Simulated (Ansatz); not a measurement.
Two shapes of doublet CH3.

Shape 1:

```xyz
4

C    -0.0331   -0.0197    0.0319
H     1.0791    0.0023   -0.0487
H    -0.5446    0.9942    0.0021
H    -0.5378   -0.9206    0.0434
```

Shape 2:

```xyz
4

C     0.0029   -0.0038    0.0000
H     1.0886    0.0002    0.0000
H    -0.5467    0.9468    0.0000
H    -0.5448   -0.9432    0.0000
```

Basis set: cc-pVDZ (spherical functions). Frozen core: 1 orbital. Charge 0, multiplicity 2.

Computed with Ansatz (development build ahead of 0.2.0); each method stands on the lowest determinant of its kind that the runs found.

(1) Which shape is lower in energy, and by how much in each method?

Answers

(1)

| method | E(2) − E(1) (eV) |
| --- | --- |
| UHF | -0.129 |
| UHF-MP2 | -0.127 |

Shape 2 is lower.
